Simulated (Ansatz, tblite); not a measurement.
# Al(H2O)H3 (AlH5O): rung by rung, part 2 of 2

How do method and basis change the picture of Al(H2O)H3 (AlH5O) (singlet)?

Ansatz 0.2.0, Gaussian basis; as each input shows.

### Step 12. ωB97X-V/def2-TZVP

File in.yaml:

```yaml
crystal:
  periodic: [false, false, false]
  atoms:
    - {symbol: Al, position_ang: [0.117647, -0.077610, -0.886246]}
    - {symbol: O, position_ang: [0.174979, 0.000118, 1.174634]}
    - {symbol: H, position_ang: [-0.532014, -0.576350, 1.518853]}
    - {symbol: H, position_ang: [-0.015119, 0.900851, 1.494928]}
    - {symbol: H, position_ang: [1.659872, -0.258490, -1.272715]}
    - {symbol: H, position_ang: [-0.551213, 1.373369, -1.097758]}
    - {symbol: H, position_ang: [-0.854154, -1.361888, -0.931696]}
basis:
  gaussian: {orbitals: def2-TZVP, initial_orbitals: start.molden}
hamiltonian: {xc: {name: wB97X-V}}
scf: {omitted_lower_state_checks: [starts]}
output: {orbitals: {seedname: orbitals}}
```

The run is started by

```console
ansatz run in.yaml --threads 4 --pin off --events-out ev --progress --plain --max-ram 3916MiB
```

Standard output (excerpt; [...] marks lines left out):

```text
Functional definition: wB97X-V
  name "wB97X-V"
  cite "Mardirossian & Head-Gordon, Phys. Chem. Chem. Phys. 16, 9904 (2014) doi:10.1039/C3CP54374A"
  cite "Becke, J. Chem. Phys. 107, 8554 (1997) doi:10.1063/1.475007"
  cite "Vydrov & Van Voorhis, J. Chem. Phys. 133, 244103 (2010) doi:10.1063/1.3521275"
[...]
      + integral(e_c_pw_opposite_spin*poly(b97_u_opposite, cos0, cos1)) + vv10(b, c)
[...]
630 factors; their error is unknown
195 factors; integrals over basis functions are off by at most 1.4e-5 eV
[...]
mean field -8724.69869137 eV, -320.6267630947 hartree, gradient 8.6e-5 eV, S^2 0.000000; 0 other end points of the search recorded, 0 dependent functions left out
reference -8724.69868934 eV, -320.6267630199 hartree; 13, 13 occupied and 85, 85 virtual orbitals, 630 factors
Total energy: -8724.69868934 eV, -320.6267630199 hartree
Checks for a lower state left out: starts
```

It took 1.9 s on 4 threads of Arm Neoverse V1, shared host.

HOMO -10.08 eV, LUMO 1.17 eV.

### Step 13. PBE-D4/def2-SVP

in.yaml, as its differences from that of step 12:

```diff
@@ -11,4 +11,4 @@
 basis:
-  gaussian: {orbitals: def2-TZVP, initial_orbitals: start.molden}
-hamiltonian: {xc: {name: wB97X-V}}
+  gaussian: {orbitals: def2-SVP, initial_orbitals: start.molden}
+hamiltonian: {xc: pbe, dispersion: d4}
 scf: {omitted_lower_state_checks: [starts]}
```

Launched as before.

Standard output:

```text
Functional definition: PBE
  name "PBE"
  cite "Perdew, Burke & Ernzerhof, Phys. Rev. Lett. 77, 3865 (1996) doi:10.1103/PhysRevLett.77.3865"
  parent pbe
  parameter kappa = 0.804
  parameter beta = 0.06672455060314922
  exchange = pbe_x(kappa = kappa, mu = beta*pi^2/3)
  correlation = pbe_c(beta = beta)
these checks for a lower state are left out or cut short: starts
626 factors; their error is unknown
mean field evaluation 1: about -8715.0988 eV, gradient 6.6e0 eV
mean field evaluation 2: about -8715.2188 eV, gradient 9.3e-2 eV
mean field evaluation 4: about -8715.1947 eV, gradient 5.9e-5 eV
mean field -8715.19470207 eV, -320.2774979298 hartree, gradient 6.6e-5 eV, S^2 0.000000; 0 other end points of the search recorded, 0 dependent functions left out
reference -8715.19473761 eV, -320.2774992360 hartree; 13, 13 occupied and 44, 44 virtual orbitals, 626 factors
Total energy: -8715.26755186 eV, -320.2801751103 hartree
Checks for a lower state left out: starts
```

Run time: 0.3 s. Hardware: 4 threads of Arm Neoverse V1, shared host.

HOMO -6.26 eV, LUMO -1.29 eV.

### Step 14. PBE0-D4/def2-SVP

in.yaml, as its differences from that of step 13:

```diff
@@ -12,3 +12,3 @@
   gaussian: {orbitals: def2-SVP, initial_orbitals: start.molden}
-hamiltonian: {xc: pbe, dispersion: d4}
+hamiltonian: {xc: pbe0, dispersion: d4}
 scf: {omitted_lower_state_checks: [starts]}
```

The command is unchanged.

Standard output:

```text
Functional definition: PBE0
  name "PBE0"
  cite "Adamo & Barone, J. Chem. Phys. 110, 6158 (1999) doi:10.1063/1.478522"
  cite "Perdew, Burke & Ernzerhof, Phys. Rev. Lett. 77, 3865 (1996) doi:10.1103/PhysRevLett.77.3865"
  parent pbe
  parameter a = 0.25
  parameter kappa = 0.804
  parameter beta = 0.06672455060314922
  exchange = (1 - a)*pbe_x(kappa = kappa, mu = beta*pi^2/3) + a*exact_x
  correlation = pbe_c(beta = beta)
these checks for a lower state are left out or cut short: starts
659 factors; their error is unknown
mean field evaluation 1: about -8715.9243 eV, gradient 5.0e0 eV
mean field evaluation 2: about -8715.9869 eV, gradient 4.9e-2 eV
mean field evaluation 4: about -8716.0960 eV, gradient 4.1e-5 eV
mean field -8716.09598326 eV, -320.3106194026 hartree, gradient 4.2e-5 eV, S^2 0.000000; 0 other end points of the search recorded, 0 dependent functions left out
reference -8716.09600956 eV, -320.3106203692 hartree; 13, 13 occupied and 44, 44 virtual orbitals, 659 factors
Total energy: -8716.15650059 eV, -320.3128433737 hartree
Checks for a lower state left out: starts
```

Wall time 0.35 s (4 threads of Arm Neoverse V1, shared host).

HOMO -7.56 eV, LUMO -0.38 eV.

### Step 15. HF/STO-3G

in.yaml, as its differences from that of step 14:

```diff
@@ -11,4 +11,4 @@
 basis:
-  gaussian: {orbitals: def2-SVP, initial_orbitals: start.molden}
-hamiltonian: {xc: pbe0, dispersion: d4}
+  gaussian: {orbitals: STO-3G}
+hamiltonian: {xc: hf}
 scf: {omitted_lower_state_checks: [starts]}
```

Launched as before.

Standard output:

```text
Functional definition: HF
  name "HF"
  cite "Fock, Z. Phys. 61, 126 (1930) doi:10.1007/BF01340294"
  parent pbe
  exchange = exact_x
  correlation = 0
these checks for a lower state are left out or cut short: starts
231 factors; integrals over basis functions are off by at most 3.6e-5 eV
mean field evaluation 1: about -8590.2619 eV, gradient 1.5e1 eV
mean field evaluation 2: about -8590.2980 eV, gradient 1.5e1 eV
mean field evaluation 4: about -8591.3290 eV, gradient 9.4e-1 eV
mean field evaluation 8: about -8591.3328 eV, gradient 8.6e-6 eV
mean field -8591.33280673 eV, -315.7256572326 hartree, gradient 7.1e-5 eV, S^2 0.000000; 0 other end points of the search recorded, 0 dependent functions left out
reference -8591.33280673 eV, -315.7256572326 hartree; 13, 13 occupied and 6, 6 virtual orbitals, 231 factors
Total energy: -8591.33280673 eV, -315.7256572326 hartree
Checks for a lower state left out: starts
```

Run time: 0.1 s. Hardware: 4 threads of Arm Neoverse V1, shared host.

Report: HOMO -8.02 eV, LUMO 11.64 eV.

### Step 16. CCSD(T)/def2-TZVPP

in.yaml, as its differences from that of step 15:

```diff
@@ -11,4 +11,4 @@
 basis:
-  gaussian: {orbitals: STO-3G}
-hamiltonian: {xc: hf}
+  gaussian: {orbitals: def2-TZVPP, initial_orbitals: start.molden}
+correlation: {method: ccsd_t}
 scf: {omitted_lower_state_checks: [starts]}
```

Launched as before.

Standard output (excerpt; [...] marks lines left out):

```text
Functional definition: HF
  name "HF"
  cite "Fock, Z. Phys. 61, 126 (1930) doi:10.1007/BF01340294"
  parent pbe
[...]
834 factors; integrals over basis functions are off by at most 1.6e-3 eV
[...]
mean field -8700.33947665 eV, -319.7315784648 hartree, gradient 2.1e-6 eV, S^2 0.000000; 0 other end points of the search recorded, 0 dependent functions left out
6 core orbitals not correlated: weight in the atoms' cores, before any rotation towards them, 1.000 or more for the frozen orbitals, at most 0.000 for the correlated occupied ones
reference -8700.33947665 eV, -319.7315784648 hartree; 7, 7 occupied and 130, 130 virtual orbitals, 834 factors
second order -9.81195913 eV of doubles, -0.00000000 eV of singles
cycle   1  -10.24607924 eV  change   -4.3e-1 eV  update   6.6e-2
[...]
cycle   8  -10.58446379 eV  change    3.6e-6 eV  update   1.7e-5
perturbative correction -0.27588486 eV, -0.0101385816 hartree
Total energy: -8711.19982530 eV, -320.1306889165 hartree
Checks for a lower state left out: starts
```

Run time: 6 s. Hardware: 4 threads of Arm Neoverse V1, shared host; peak memory 0.8 GiB.

Hartree-Fock HOMO -10.79 eV, LUMO 2.00 eV; T1 0.009.

### Step 17. MP2/def2-TZVP

in.yaml, as its differences from that of step 16:

```diff
@@ -11,4 +11,4 @@
 basis:
-  gaussian: {orbitals: def2-TZVPP, initial_orbitals: start.molden}
-correlation: {method: ccsd_t}
+  gaussian: {orbitals: def2-TZVP, initial_orbitals: start.molden}
+correlation: {method: mp2}
 scf: {omitted_lower_state_checks: [starts]}
```

Same command.

Standard output:

```text
Functional definition: HF
  name "HF"
  cite "Fock, Z. Phys. 61, 126 (1930) doi:10.1007/BF01340294"
  parent pbe
  exchange = exact_x
  correlation = 0
these checks for a lower state are left out or cut short: starts
680 factors; integrals over basis functions are off by at most 1.2e-3 eV
mean field evaluation 1: about -8699.8732 eV, gradient 2.1e1 eV
mean field evaluation 2: about -8700.2349 eV, gradient 4.5e-1 eV
mean field evaluation 4: about -8700.2467 eV, gradient 1.3e-3 eV
mean field -8700.24674299 eV, -319.7281705660 hartree, gradient 6.1e-6 eV, S^2 0.000000; 0 other end points of the search recorded, 0 dependent functions left out
6 core orbitals not correlated: weight in the atoms' cores, before any rotation towards them, 1.000 or more for the frozen orbitals, at most 0.000 for the correlated occupied ones
reference -8700.24674299 eV, -319.7281705660 hartree; 7, 7 occupied and 85, 85 virtual orbitals, 680 factors
second order -9.39458049 eV of doubles, -0.00000000 eV of singles
Total energy: -8709.64132348 eV, -320.0734150310 hartree
Checks for a lower state left out: starts
```

Run time: 0.3 s. Hardware: 4 threads of Arm Neoverse V1, shared host.

Report: Hartree-Fock HOMO -10.78 eV, LUMO 2.02 eV.

### Step 18. RPA/def2-TZVP

in.yaml, as its differences from that of step 17:

```diff
@@ -12,4 +12,4 @@
   gaussian: {orbitals: def2-TZVP, initial_orbitals: start.molden}
-correlation: {method: mp2}
+hamiltonian: {xc: pbe}
+correlation: {method: rpa}
 scf: {omitted_lower_state_checks: [starts]}
-output: {orbitals: {seedname: orbitals}}
```

The command is unchanged.

Standard output (excerpt; [...] marks lines left out):

```text
Functional definition: PBE
  name "PBE"
  cite "Perdew, Burke & Ernzerhof, Phys. Rev. Lett. 77, 3865 (1996) doi:10.1103/PhysRevLett.77.3865"
  parent pbe
[...]
680 factors; integrals over basis functions are off by at most 1.2e-3 eV
[...]
mean field -8720.16430891 eV, -320.4601276128 hartree, gradient 2.1e-6 eV, S^2 0.000000; 0 other end points of the search recorded, 0 dependent functions left out
6 core orbitals not correlated: weight in the atoms' cores, before any rotation towards them, 1.000 or more for the frozen orbitals, at most 0.000 for the correlated occupied ones
reference -8699.53641367 eV, -319.7020664447 hartree; 7, 7 occupied and 85, 85 virtual orbitals, 680 factors
Total energy: -8715.84653162 eV, -320.3014522240 hartree
Checks for a lower state left out: starts
```

Wall time 0.85 s (4 threads of Arm Neoverse V1, shared host).

### Step 19. Comparison

```tsv
level	functions	HOMO (eV)	LUMO (eV)	gap (eV)	time
HF/STO-3G	19	-8.02	11.64	19.66	0.1 s
PBE-D4/def2-SVP	57	-6.26	-1.29	4.97	0.3 s
PBE-D4/def2-TZVP	98	-6.34	-1.65	4.69	0.51 s
BLYP-D4/def2-TZVP	98	-6.26	-1.68	4.58	0.55 s
r2SCAN-D4/def2-TZVP	98	-6.65	-1.01	5.64	1.1 s
B3LYP-D4/def2-TZVP	98	-7.43	-1.13	6.30	0.7 s
PBE0-D4/def2-SVP	57	-7.56	-0.38	7.18	0.35 s
PBE0-D4/def2-TZVP	98	-7.61	-0.77	6.84	1.1 s
r2SCAN0-D4/def2-TZVP	98	-7.81	-0.37	7.45	1.3 s
HSE06-D4/def2-TZVP	98	-7.21	-1.14	6.07	0.66 s
ωB97X-V/def2-TZVP	98	-10.08	1.17	11.25	1.9 s
ωB97M-V/def2-TZVP	98	-9.86	0.79	10.65	2.2 s
```

The pieces so far (eV):

```tsv
basis	HF	MP2 correlation	CCSD correlation	(T)	total
def2-TZVPP	-8700.3395	-9.8120	-10.5845	-0.2759	-8711.1998
def2-TZVP	-8700.2467	-9.3946			-8709.6413 (MP2)
```

### Step 20. Binding energy

Free atoms were run apart at each level; binding is atoms less cluster, divided by the number of atoms, without zero-point or spin-orbit terms.

Differences are taken before rounding.

```tsv
method	binding an atom (eV)	from CCSD(T)/def2-TZVPP (eV)	time
HF/STO-3G	2.839	+0.006	0.1 s
HF/def2-TZVP	2.096	-0.736	
HF/def2-TZVPP	2.109	-0.723	
PBE-D4/def2-SVP	2.841	+0.008	0.3 s
PBE-D4/def2-TZVP	2.828	-0.004	0.51 s
BLYP-D4/def2-TZVP	2.840	+0.008	0.55 s
r2SCAN-D4/def2-TZVP	2.856	+0.024	1.1 s
B3LYP-D4/def2-TZVP	2.859	+0.026	0.7 s
PBE0-D4/def2-SVP	2.807	-0.025	0.35 s
PBE0-D4/def2-TZVP	2.796	-0.036	1.1 s
r2SCAN0-D4/def2-TZVP	2.818	-0.014	1.3 s
HSE06-D4/def2-TZVP	2.797	-0.035	0.66 s
ωB97X-V/def2-TZVP	2.872	+0.040	1.9 s
ωB97M-V/def2-TZVP	2.873	+0.041	2.2 s
MP2/def2-TZVP	2.751	-0.081	0.3 s
CCSD/def2-TZVPP	2.808	-0.024	
CCSD(T)/def2-TZVPP	2.832	0	6 s
```

Among the levels timed on like hardware and quicker than the yardstick, those that no quicker one beats, quickest first: HF/STO-3G (0.1 s, +0.006 eV); PBE-D4/def2-TZVP (0.51 s, -0.004 eV).

### Step 21. Outcome

This closing draws on all 2 parts.

```
                                                 quantity                                  value
gap in def2-TZVP, named functionals, smallest and largest  4.58 eV (BLYP-D4), 11.25 eV (ωB97X-V)
                   correlation energy, CCSD(T)/def2-TZVPP                              -10.86 eV
                        correlation energy, MP2/def2-TZVP                               -9.39 eV
                      binding an atom, CCSD(T)/def2-TZVPP                               2.832 eV
          PBE0 total energy, smallest basis above largest          4.87 eV (def2-SVP, def2-TZVP)
```

What this shows: Over the named functionals in def2-TZVP the gap runs from 4.58 eV (BLYP-D4) to 11.25 eV (ωB97X-V); exact exchange widens it. A small miss in a minimal or small basis is a cancelling of errors, not accuracy. The functionals in def2-TZVP miss CCSD(T)/def2-TZVPP by -0.036 (PBE0-D4) to +0.041 eV (ωB97M-V) an atom. CCSD(T)/def2-TZVPP isn't at the basis-set limit; small misses against it rank nothing.

For cost: PBE-D4/def2-TZVP gets within 0.004 eV in 0.51 s, where CCSD(T)/def2-TZVPP took 6 s; the quickest level in the cost chart, HF/STO-3G, takes 0.1 s and misses by 0.006 eV. The slowest run with a step of its own, CCSD(T)/def2-TZVPP, took 6 s; the quickest functional in def2-TZVP took 0.51 s (shared host).
